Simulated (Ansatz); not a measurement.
**BO (quartet): the correlation ladder at distance B1–O2 = 2.615 Å, 6-31G**

How much of the correlation energy of BO (quartet) does each wave-function method recover here?

Program: Ansatz 0.2.0, Gaussian basis. Level of theory: 6-31G, core rule «outside noble gas», up to 2 orbitals frozen. These are calculated values, not measurements.

To be run: UHF; CCSD(T) on ROHF; CCSD(T) on UHF; BCCD(T) on ROHF; CISD; CCSDT(Q) on ROHF; CCSDT(Q) on UHF; CISDTQ; CCSDTQ on ROHF; CCSDTQ on UHF; CASSCF and MRCISD+Q, 5 electrons in 5 orbitals; CASSCF and NEVPT2, 5 electrons in 5 orbitals; CASSCF and MRCISD+Q, 9 electrons in 8 orbitals; CASSCF and MRCISD+Q(relaxed), 9 electrons in 8 orbitals; CASSCF and NEVPT2, 9 electrons in 8 orbitals; Full CI.

21 further runs of the same task are left out: 15 that didn't finish, 6 set aside as unsound or not needed.

### Step 1. The geometry

The geometry derives from a PBE0/def2-TZVP stationary point (not a proven minimum). One bond is set to the value named and the two fragments are kept rigid.

2 atoms, charge 0, spin multiplicity 4.

Atoms are counted from 1 here; the program's logs count them from 0.

No contacts short enough for the rule that draws bonds.

### Step 2. UHF

Input file in.yaml:

```yaml
crystal:
  periodic: [false, false, false]
  atoms:
    - {symbol: B, position_ang: [0.000000, 0.000000, 0.000000]}
    - {symbol: O, position_ang: [0.000000, 0.000000, 2.615000]}
basis:
  gaussian: {orbitals: 6-31G}
magnetization: {spin_polarized: true, initial_magnetization: 3}
hamiltonian: {xc: hf}
output: {orbitals: {seedname: orbitals}}
```

Run with:

```
ansatz run in.yaml --threads 1 --pin off --events-out ev --progress --plain --max-ram 2393MiB
```

After this run come: CCSD(T) on ROHF; CCSD(T) on UHF; BCCD(T) on ROHF; CISD; CCSDT(Q) on ROHF; CCSDT(Q) on UHF; CISDTQ; CCSDTQ on ROHF; CCSDTQ on UHF; CASSCF and MRCISD+Q, 5 electrons in 5 orbitals; CASSCF and NEVPT2, 5 electrons in 5 orbitals; CASSCF and MRCISD+Q, 9 electrons in 8 orbitals; CASSCF and MRCISD+Q(relaxed), 9 electrons in 8 orbitals; CASSCF and NEVPT2, 9 electrons in 8 orbitals; Full CI.

**Question.** What will the summary of the whole plan be? Wanted: FCI below the RHF energy; RMP2 from FCI; UMP2 from FCI; RCCSD from FCI; RCCSD(T) from FCI; UCCSD(T) from FCI; RCCSDT(Q) from FCI; UCCSDT(Q) from FCI; T1 diagnostic.

**Answer**, as computed:

| quantity | value |
| --- | --- |
| FCI below the RHF energy | -2.8866 eV |
| RMP2 from FCI | +79.7 kJ/mol |
| UMP2 from FCI | +77.3 kJ/mol |
| RCCSD from FCI | +5.1 kJ/mol |
| RCCSD(T) from FCI | +2.7 kJ/mol |
| UCCSD(T) from FCI | +2.6 kJ/mol |
| RCCSDT(Q) from FCI | +0.9 kJ/mol |
| UCCSDT(Q) from FCI | +0.7 kJ/mol |
| levels within 1 kcal/mol (43 meV) | RCCSD(T), UCCSD(T), BCCD(T), RCCSDT, UCCSDT, CISDTQ, RCCSDT(Q), UCCSDT(Q), RCCSDTQ, UCCSDTQ |
| T1 diagnostic | 0.019 |
| effectively unpaired electrons | 3.42 |

What this shows: RCCSD(T) misses by +2.7 kJ/mol, 1.0 % of the correlation energy. The occupations show some static correlation. These misses are within one basis, not against nature; the frozen cores of restricted and unrestricted runs differ, which can shift their rows.
